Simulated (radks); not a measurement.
# O³⁺ in [He] 2s2 2p1: an all-electron calculation

An exercise on one series of results from a longer session: the logs are not shown, and one member is left open.

Program: radks (a radial shooting solver on a logarithmic mesh, Libxc functionals) version 1. Level of theory: Dirac Kohn-Sham, PBE, spin-unpolarised, spherical densities, finite nucleus; open shells are shared between the two j in proportion to 2j + 1. These are calculated values, not measurements, unless marked.

### Starting point

| Quantity | Value |
| --- | --- |
| element | oxygen (Z = 8) |
| charge | +3 |
| electrons | 5 |
| configuration | [He] 2s2 2p1 |
| nuclear rms radius | 2.6991 fm |

The outer shells:

O³⁺
```
[He] core
2s [↑↓]
2p [↑ ][  ][  ]
```

The first run:

Settings of this run:

```text
Z 8
configuration [He] 2s2 2p1 3s0 3p0 3d0
relativity Dirac
functional pbe,pbe
spin unpolarised
j_filling average
nucleus finite rms 2.6991 fm
c 137.035999084
```

One table of the session follows, with a row left open; its other results are not shown here.

It belongs to the step «Orbitals and density». Sizes of the orbitals, from the radial functions (bohr):

| level | <r> | outermost maximum (interpolated) | 90 % within |
| --- | --- | --- | --- |
| 1s1/2 | 0.1991 | 0.129 | 0.356 |
| 2s1/2 | 0.9771 | 0.807 | 1.52 |
| 2p1/2 | 0.9189 | 0.704 | 1.51 |
| 2p3/2 | ? | ? | ? |

**Question.** Estimate the row for 2p3/2.

The run gave: <r>: 0.9199; outermost maximum (interpolated): 0.705; 90 % within: 1.51. In the column «<r>» it lies between 2p1/2 (0.9189) and 2s1/2 (0.9771).

Limits of these values: Spin polarisation and multiplet splitting are left out.
